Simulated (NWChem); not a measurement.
**U-r2SCAN/def2-TZVPPD run of O2F (SMILES [O]OF)**

Aim: the energy change on altering one bond length of O2F at U-r2SCAN/def2-TZVPPD, from 2 runs. 

The results are computed with NWChem 7.3.0.

3 further runs of the same task are left out: 1 that didn't finish, 2 set aside as unsound or not needed. Runs told in other sessions of the task aren't counted.

### Step 1. The structure to begin with

The species is O2F (3 atoms), meant as a doublet with charge 0. As SMILES, `[O]OF`. The shape is that of a PBE0-D4/def2-TZVP optimisation.

Bond lengths: O1–O2 1.181 Å. A long bond or contact: O2–F3 1.573 Å.

### Step 2. Energy and gradient at U-r2SCAN/def2-TZVPPD

File mol.nw:

```
echo
start mol
memory total 2200 mb

geometry units angstroms noautosym nocenter noautoz
  O     0.933400   -0.295440    0.482240
  O     0.133270    0.497870    0.127930
  F    -1.066650   -0.202430   -0.610160
end

basis spherical bse
  * library def2-TZVPPD
end

dft
  xc r2scan
  mult 2
  grid fine
  convergence energy 1e-08
  maxiter 100
  mulliken
end

task dft gradient
```

The run is started by

```sh
$ nwchem mol.nw > mol.out
```

The log of the run, cut to the lines that bear on the results:

```text
[...]
          Wavefunction type:  spin polarized.
          No. of atoms     :     3
          No. of electrons :    25
[...]
          Charge           :     0
          Spin multiplicity:     2
[...]
          AO basis - number of functions:   120
[...]
              XC Information
              --------------
                      r^2SCAN Method XC Functional
               r^2SCAN metaGGA Exchange Functional  1.000
                     r^2SCAN Correlation Potential  1.000
[...]
 d= 0,ls=0.0,diis     1   -249.8763613481 -3.19D+02  8.06D-03  5.84D-01     7.0
[...]
 d= 0,ls=0.0,diis    15   -250.0813752813 -8.53D-09  2.14D-07  8.79D-10    76.8
[...]
         Total DFT energy =     -250.081375281341
      One electron energy =     -483.679766707128
           Coulomb energy =      191.325488116201
    Exchange-Corr. energy =      -27.323793926839
 Nuclear repulsion energy =       69.596697236425
[...]
      Total Density - Mulliken Population Analysis
     ---------------------------------------------
    Atom       Charge   Shell Charges
 -----------   ------   -------------------------------------------------------
    1 O    8     8.04   0.80  1.17  0.64  0.95  0.42  0.01  1.80  1.69  0.49  0.01  0.01  0.04 -0.01  0.01
    2 O    8     7.70   0.80  1.17  0.66  0.97  0.30 -0.01  1.74  1.66  0.35 -0.00  0.01  0.08 -0.02  0.01
    3 F    9     9.26   0.77  1.19  0.64  0.97  0.41 -0.00  2.22  2.06  0.94  0.04  0.00  0.01 -0.00  0.00
[...]
      <S2> =      0.7669 (Exact =     0.7500)
[...]
  wavefunction    = open shell
                         DFT ENERGY GRADIENTS
    atom               coordinates                        gradient
                 x          y          z           x          y          z
   1 O       1.763870  -0.558301   0.911301   -0.012071   0.010258  -0.005532
   2 O       0.251844   0.940838   0.241753    0.001252  -0.015428  -0.000997
   3 F      -2.015676  -0.382537  -1.153035    0.010818   0.005171   0.006530
[...]
```

Wall time 98 s (1 thread of Intel Xeon Platinum 8259CL at 2.50GHz (Skylake/Cascade Lake), shared host); peak memory 0.13 GiB.

### Step 3. The distorted shape: the energy at U-r2SCAN/def2-TZVPPD

File fo2.nw:

```
start fo2
memory total 2200 mb

geometry units angstrom noautosym nocenter noautoz
   O     1.053414   -0.414432    0.535384
   O     0.133270    0.497870    0.127930
   F    -1.066650   -0.202430   -0.610160
end

basis "ao basis" spherical bse
   O library def2-TZVPPD
   F library def2-TZVPPD
end

dft
   xc r2scan
   mult 2
   grid fine
   convergence energy 1e-08
   maxiter 100
   mulliken
end

task dft energy
```

The run is started by

```sh
$ nwchem fo2.nw > fo2.out
```

The log of the run, cut to the lines that bear on the results:

```text
[...]
          Wavefunction type:  spin polarized.
          No. of atoms     :     3
          No. of electrons :    25
[...]
          Charge           :     0
          Spin multiplicity:     2
[...]
          AO basis - number of functions:   120
[...]
              XC Information
              --------------
                      r^2SCAN Method XC Functional
               r^2SCAN metaGGA Exchange Functional  1.000
                     r^2SCAN Correlation Potential  1.000
[...]
 d= 0,ls=0.0,diis     1   -249.8512171565 -3.15D+02  8.90D-03  5.90D-01     5.9
[...]
 d= 0,ls=0.0,diis    17   -250.0577890020 -6.83D-10  1.14D-07  1.39D-10    83.9
[...]
         Total DFT energy =     -250.057789001986
      One electron energy =     -474.592323253738
           Coulomb energy =      186.818376770171
    Exchange-Corr. energy =      -27.186065553844
 Nuclear repulsion energy =       64.902223035425
[...]
      Total Density - Mulliken Population Analysis
     ---------------------------------------------
    Atom       Charge   Shell Charges
 -----------   ------   -------------------------------------------------------
    1 O    8     8.03   0.80  1.17  0.66  0.97  0.39  0.01  1.72  1.69  0.57  0.02  0.00  0.03 -0.01  0.00
    2 O    8     7.78   0.80  1.17  0.67  0.99  0.30 -0.01  1.68  1.68  0.45  0.00  0.00  0.06 -0.02  0.00
    3 F    9     9.18   0.78  1.19  0.65  0.98  0.40 -0.01  2.21  2.05  0.90  0.04  0.00  0.01 -0.00  0.00
[...]
      <S2> =      0.7712 (Exact =     0.7500)
[...]
```

It took 85 s on 1 thread of Intel Xeon Platinum 8259CL at 2.50GHz (Skylake/Cascade Lake), shared host; peak memory 0.12 GiB.

### Step 4. Results

At U-r2SCAN/def2-TZVPPD:

| quantity | value |
| --- | --- |
| first shape: total energy | -250.08138 Eh |
| first shape: dipole moment | 1.63 D |
| first shape: HOMO energy (highest over α and β) | -8.02 eV |
| first shape: LUMO energy (lowest over α and β) | -5.26 eV |
| first shape: ⟨S²⟩ | 0.767 |
| first shape: largest force on an atom | 0.863 eV/Å |
| distorted shape: total energy | -250.05779 Eh |
| distorted shape: dipole moment | 1.04 D |
| distorted shape: HOMO energy (highest over α and β) | -8.86 eV |
| distorted shape: LUMO energy (lowest over α and β) | -6.17 eV |
| distorted shape: ⟨S²⟩ | 0.771 |
| energy change with the O1–O2 bond stretched from 1.181 to 1.358 Å | 0.642 eV |

What this shows: With the O1–O2 bond stretched from 1.181 to 1.358 Å the energy rises by 0.64 eV (14.8 kcal/mol). The first shape isn't relaxed at this level, so the change isn't measured from a minimum. The largest force (first shape) is 0.86 eV/Å: the shape isn't a stationary point for this species at this level.
